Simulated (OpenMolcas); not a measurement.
## Al₂ at 2.502 Å: OpenMolcas input and output

Input (each module block was a call of its own in one work directory; start orbitals came from a preliminary run):

```
&GATEWAY
Coord
2
angstrom
Al 0.0 0.0 0.0
Al 0.0 0.0 2.5020
Basis=ANO-RCC-VTZP
Group=XY
RX2C
AMFI
ANGMom
0.0 0.0 0.0
RICD
&SEWARD
&GUESSORB
&RASSCF
FileOrb=$CurrDir/o31.orb
Symmetry=1
Spin=3
nActEl=6 0 0
Inactive=6 4
RAS2=4 4
CIRoot=7 7 1
Linear
Iterations=120 100
OrbListing=Nothing
PRWF=0.15
>>COPY $Project.RasOrb $CurrDir/o31.orb
>>COPY $Project.rasscf.h5 $CurrDir/r31.h5
&CASPT2
XMultistate=all
Imaginary=0.2
IPEA=0.25
MaxIter=40
>>COPY $Project.JobMix JOB001
```

```bash
pymolcas m.inp
```

RASSCF and CASPT2 output of these blocks, in excerpt:

```
++    Wave function specifications:
      Number of closed shell electrons          20
      Number of electrons in active shells       6
      Number of inactive orbitals               10
      Number of active orbitals                  8
      Number of secondary orbitals              50
      Spin quantum number                      1.0
      State symmetry                             1
++    Orbital specifications:
      Symmetry species                           1   2
                                                 a   b
      Frozen orbitals                            0   0
      Inactive orbitals                          6   4
      Active orbitals                            4   4
      RAS2 orbitals                              4   4
      Secondary orbitals                        26  24
      Number of basis functions                 36  32
      printout of CI-coefficients larger than  0.15 for root  1
      energy=    -484.705498
      conf/sym  1111 2222     Coeff  Weight
            42  0220 00uu   0.92473 0.85512
           108  0202 00uu  -0.18733 0.03509
      printout of CI-coefficients larger than  0.15 for root  2
      energy=    -484.630876
      conf/sym  1111 2222     Coeff  Weight
            38  0220 u0u0   0.33151 0.10990
            39  0220 0uu0  -0.45472 0.20677
            40  0220 u00u  -0.45472 0.20677
            41  0220 0u0u  -0.33151 0.10990
           247  02uu 0020  -0.21690 0.04705
           250  02uu 00du   0.22986 0.05284
           253  02uu 00ud   0.32508 0.10567
           254  02uu 0002   0.21690 0.04705
      printout of CI-coefficients larger than  0.15 for root  3
      energy=    -484.630876
      conf/sym  1111 2222     Coeff  Weight
            38  0220 u0u0  -0.45472 0.20677
            39  0220 0uu0  -0.33151 0.10990
            40  0220 u00u  -0.33151 0.10990
            41  0220 0u0u   0.45472 0.20677
           247  02uu 0020   0.28152 0.07926
           250  02uu 00du   0.17710 0.03136
           253  02uu 00ud   0.25046 0.06273
           254  02uu 0002  -0.28152 0.07926
      printout of CI-coefficients larger than  0.15 for root  4
      energy=    -484.626068
      conf/sym  1111 2222     Coeff  Weight
            38  0220 u0u0   0.58476 0.34195
            41  0220 0u0u   0.58476 0.34195
           104  0202 u0u0  -0.15003 0.02251
           107  0202 0u0u  -0.15003 0.02251
           247  02uu 0020  -0.31206 0.09738
           254  02uu 0002  -0.31206 0.09738
      printout of CI-coefficients larger than  0.15 for root  5
      energy=    -484.624508
      conf/sym  1111 2222     Coeff  Weight
            39  0220 0uu0   0.44638 0.19925
            40  0220 u00u  -0.44638 0.19925
            72  02ud 00uu   0.40550 0.16443
           250  02uu 00du   0.46697 0.21806
           253  02uu 00ud  -0.33020 0.10903
      printout of CI-coefficients larger than  0.15 for root  6
      energy=    -484.597266
      conf/sym  1111 2222     Coeff  Weight
            39  0220 0uu0   0.35761 0.12788
            40  0220 u00u   0.35761 0.12788
           250  02uu 00du   0.45113 0.20352
           253  02uu 00ud   0.63800 0.40704
      printout of CI-coefficients larger than  0.15 for root  7
      energy=    -484.597266
      conf/sym  1111 2222     Coeff  Weight
            38  0220 u0u0  -0.35761 0.12788
            41  0220 0u0u   0.35761 0.12788
           247  02uu 0020  -0.55252 0.30528
           254  02uu 0002   0.55252 0.30528
      Natural orbitals and occupation numbers for root  1
      sym 1:   0.021960   1.958161   1.824376   0.138257
      sym 2:   0.058809   0.058809   0.969814   0.969814
      Natural orbitals and occupation numbers for root  2
      sym 1:   0.019486   1.950982   1.591390   0.385988
      sym 2:   0.390586   0.390586   0.635490   0.635491
      Natural orbitals and occupation numbers for root  3
      sym 1:   0.019486   1.950982   1.591390   0.385988
      sym 2:   0.390587   0.390586   0.635491   0.635490
      Natural orbitals and occupation numbers for root  4
      sym 1:   0.019380   1.945251   1.638611   0.332090
      sym 2:   0.419542   0.419543   0.612791   0.612792
      Natural orbitals and occupation numbers for root  5
      sym 1:   0.029551   1.932211   1.404078   0.583724
      sym 2:   0.262535   0.262536   0.762683   0.762682
      Natural orbitals and occupation numbers for root  6
      sym 1:   0.036707   1.930278   1.273061   0.717122
      sym 2:   0.198739   0.198739   0.822677   0.822678
      Natural orbitals and occupation numbers for root  7
      sym 1:   0.036707   1.930278   1.273061   0.717122
      sym 2:   0.198739   0.198739   0.822678   0.822677
      RASSCF energy for state  7                   -484.59726609
::    RASSCF root number  1 Total energy:   -484.70549750
::    RASSCF root number  2 Total energy:   -484.63087573
::    RASSCF root number  3 Total energy:   -484.63087573
::    RASSCF root number  4 Total energy:   -484.62606753
::    RASSCF root number  5 Total energy:   -484.62450776
::    RASSCF root number  6 Total energy:   -484.59726609
::    RASSCF root number  7 Total energy:   -484.59726609
      Von Neumann Entropy (Root   1) =  1.80065
++    Wave function specifications:
      Number of closed shell electrons          12
      Number of electrons in active shells       6
      Number of inactive orbitals                6
      Number of active orbitals                  8
      Number of secondary orbitals              50
      Spin quantum number                      1.0
      State symmetry                             1
      Number of CSFs                           744
      Number of CASSCF root(s) available         7
      CASPT2 state passed to geometry opt.       7
      A file JOBMIX will be created
      This is a MULTI-STATE CASSCF reference
      Number of CI roots used                    7
      These are:                                 1   2   3   4   5   6   7
      Off-diagonal elements of Heff are computed
  FINAL CASPT2 RESULT:
      Reference energy:        -484.7054975022
      E2 (Non-variational):      -0.4056056858
      Shift correction:          -0.0021335947
      E2 (Variational):          -0.4077392805
      Total energy:            -485.1132367827
      Reference weight:           0.93175
  FINAL CASPT2 RESULT:
      Reference energy:        -484.6308757350
      E2 (Non-variational):      -0.4073054493
      Shift correction:          -0.0023291687
      E2 (Variational):          -0.4096346180
      Total energy:            -485.0405103530
      Reference weight:           0.93053
  FINAL CASPT2 RESULT:
      Reference energy:        -484.6308757350
      E2 (Non-variational):      -0.4073743608
      Shift correction:          -0.0023321658
      E2 (Variational):          -0.4097065265
      Total energy:            -485.0405822615
      Reference weight:           0.93045
  FINAL CASPT2 RESULT:
      Reference energy:        -484.6260675314
      E2 (Non-variational):      -0.4025041524
      Shift correction:          -0.0022565307
      E2 (Variational):          -0.4047606831
      Total energy:            -485.0308282145
      Reference weight:           0.93342
  FINAL CASPT2 RESULT:
      Reference energy:        -484.6245077586
      E2 (Non-variational):      -0.4044858519
      Shift correction:          -0.0027375357
      E2 (Variational):          -0.4072233876
      Total energy:            -485.0317311462
      Reference weight:           0.92903
  FINAL CASPT2 RESULT:
      Reference energy:        -484.5972660890
      E2 (Non-variational):      -0.4041038568
      Shift correction:          -0.0027118396
      E2 (Variational):          -0.4068156964
      Total energy:            -485.0040817854
      Reference weight:           0.92796
  FINAL CASPT2 RESULT:
      Reference energy:        -484.5972660890
      E2 (Non-variational):      -0.4041811388
      Shift correction:          -0.0027338293
      E2 (Variational):          -0.4069149681
      Total energy:            -485.0041810571
      Reference weight:           0.92773
       Total XMS-CASPT2 energies:
::    XMS-CASPT2 Root  1     Total energy:   -485.11323678
::    XMS-CASPT2 Root  2     Total energy:   -485.03702894
::    XMS-CASPT2 Root  3     Total energy:   -485.03689456
::    XMS-CASPT2 Root  4     Total energy:   -485.03173118
::    XMS-CASPT2 Root  5     Total energy:   -485.03082818
::    XMS-CASPT2 Root  6     Total energy:   -485.00773443
::    XMS-CASPT2 Root  7     Total energy:   -485.00769753
```

g and u states are not told apart. Only roots inside an energy window near the equilibrium distance were included, so the list of states is not complete; labels number the states computed. Each spin and symmetry block has orbitals of its own, averaged over its own roots, so gaps between blocks are less sure than gaps within one and near the minimum can be off by tenths of an eV, in bad cases by more. No Rydberg orbitals are active, so Rydberg states, and σ→σ* states whose orbital the CASSCF left unused, can be missing between those listed. CASPT2 splits the two components of degenerate states numerically, here by up to 48 cm⁻¹. No roots were computed in block 5b (none fell in the window or the block failed), so states of that kind are missing and can lie low or lowest.
